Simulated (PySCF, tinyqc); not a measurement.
Inside a calculation. Method: FCI on RHF in the sto-3g basis, frozen core, for HF, spin multiplicity 1. The lowest restricted solution is unstable here: a spin-polarised one lies 0.0023 hartree lower (PySCF). One step of it, computed by the program tinyqc.

Question. Integrals over molecular orbitals. (pq|rs) = sum C_ip C_jq C_kr C_ls (ij|kl), one index at a time.

coefficients C, order 1F 1s, 1F 2s, 1F 2px, 1F 2py, 1F 2pz, 2H 1s:
$$\begin{pmatrix}
0.994984 & -0.258531 & 0.049740 & 0.000000 & 0.000000 & 0.052243 \\
0.020570 & 0.997894 & -0.253780 & 0.000000 & 0.000000 & -0.287579 \\
0.000000 & 0.000000 & 0.000000 & 0.936672 & 0.350207 & 0.000000 \\
0.000000 & 0.000000 & 0.000000 & -0.350207 & 0.936672 & 0.000000 \\
0.001243 & 0.023730 & 0.685263 & 0.000000 & 0.000000 & -0.767978 \\
-0.002994 & 0.096788 & 0.599189 & 0.000000 & 0.000000 & 0.877882
\end{pmatrix}$$

core Hamiltonian H = T + V (hartree), order 1F 1s, 1F 2s, 1F 2px, 1F 2py, 1F 2pz, 2H 1s:
$$\begin{pmatrix}
-40.449023 & -9.490579 & 0.000000 & 0.000000 & -0.008129 & -0.905412 \\
-9.490579 & -10.927017 & 0.000000 & 0.000000 & -0.101274 & -2.195752 \\
0.000000 & 0.000000 & -8.607188 & 0.000000 & 0.000000 & 0.000000 \\
0.000000 & 0.000000 & 0.000000 & -8.607188 & 0.000000 & 0.000000 \\
-0.008129 & -0.101274 & 0.000000 & 0.000000 & -8.659107 & -1.583873 \\
-0.905412 & -2.195752 & 0.000000 & 0.000000 & -1.583873 & -4.238854
\end{pmatrix}$$

Two-electron integrals (ij|kl) in chemists' order, unique and non-zero (hartree):
```
(11|11) 5.403501   (21|11) 0.841920   (21|21) 0.156299   (22|11) 1.268028
(22|21) 0.292344   (22|22) 0.926167   (31|31) 0.027998   (32|31) 0.043169
(32|32) 0.204588   (33|11) 1.264502   (33|21) 0.292403   (33|22) 0.925959
(33|33) 0.997514   (41|41) 0.027998   (42|41) 0.043169   (42|42) 0.204588
(43|43) 0.053770   (44|11) 1.264502   (44|21) 0.292403   (44|22) 0.925959
(44|33) 0.889973   (44|44) 0.997514   (51|51) 0.027998   (52|51) 0.043169
(52|52) 0.204588   (53|53) 0.053770   (54|54) 0.053770   (55|11) 1.264502
(55|21) 0.292403   (55|22) 0.925959   (55|33) 0.889973   (55|44) 0.889973
(55|55) 0.997514   (61|11) 0.080544   (61|21) 0.014839   (61|22) 0.027623
(61|33) 0.027582   (61|44) 0.027582   (61|51) 0.000585   (61|52) 0.001108
(61|55) 0.027710   (61|61) 0.001422   (62|11) 0.224855   (62|21) 0.052627
(62|22) 0.188606   (62|33) 0.185763   (62|44) 0.185763   (62|51) 0.003554
(62|52) 0.028991   (62|55) 0.194103   (62|61) 0.005075   (62|62) 0.049211
(63|31) 0.005252   (63|32) 0.032107   (63|53) 0.005938   (63|63) 0.006976
(64|41) 0.005252   (64|42) 0.032107   (64|54) 0.005938   (64|64) 0.006976
(65|11) 0.161741   (65|21) 0.038313   (65|22) 0.147084   (65|33) 0.141021
(65|44) 0.141021   (65|51) 0.007495   (65|52) 0.053257   (65|55) 0.159042
(65|61) 0.003830   (65|62) 0.047237   (65|65) 0.052063   (66|11) 0.418998
(66|21) 0.099629   (66|22) 0.412911   (66|33) 0.400449   (66|44) 0.400449
(66|51) 0.007516   (66|52) 0.087933   (66|55) 0.437486   (66|61) 0.009641
(66|62) 0.145357   (66|65) 0.163091   (66|66) 0.774606
```

Give: one-electron integrals over orbitals h = C^T H C; Two-electron integrals over orbitals.

Answer.

one-electron integrals over orbitals h = C^T H C (hartree):
$$\begin{pmatrix}
-40.432 & 0.723 & -0.131 & 0.000 & 0.000 & -0.143 \\
0.723 & -9.123 & 0.489 & 0.000 & 0.000 & 0.779 \\
-0.131 & 0.489 & -6.804 & 0.000 & 0.000 & 2.262 \\
0.000 & 0.000 & 0.000 & -8.607 & 0.000 & 0.000 \\
0.000 & 0.000 & 0.000 & 0.000 & -8.607 & 0.000 \\
-0.143 & 0.779 & 2.262 & 0.000 & 0.000 & -5.986
\end{pmatrix}$$

Two-electron integrals over orbitals (pq|rs), unique and non-zero (hartree); the lowest 1 orbital is frozen and left out:
```
(22|22) 0.873    (32|22) -0.045   (32|32) 0.135    (33|22) 0.692
(33|32) -0.014   (33|33) 0.676    (42|42) 0.189    (43|42) -0.028
(43|43) 0.035    (44|22) 0.895    (44|32) -0.066   (44|33) 0.678
(44|44) 0.998    (52|52) 0.189    (53|52) -0.028   (53|53) 0.035
(54|54) 0.054    (55|22) 0.895    (55|32) -0.066   (55|33) 0.678
(55|44) 0.890    (55|55) 0.998    (62|22) -0.085   (62|32) -0.077
(62|33) -0.022   (62|44) -0.084   (62|55) -0.084   (62|62) 0.091
(63|22) -0.237   (63|32) 0.080    (63|33) -0.093   (63|44) -0.246
(63|55) -0.246   (63|62) 0.036    (63|63) 0.232    (64|42) -0.028
(64|43) -0.022   (64|64) 0.029    (65|52) -0.028   (65|53) -0.022
(65|65) 0.029    (66|22) 0.639    (66|32) 0.046    (66|33) 0.648
(66|44) 0.623    (66|55) 0.623    (66|62) -0.053   (66|63) -0.026
(66|66) 0.674
```
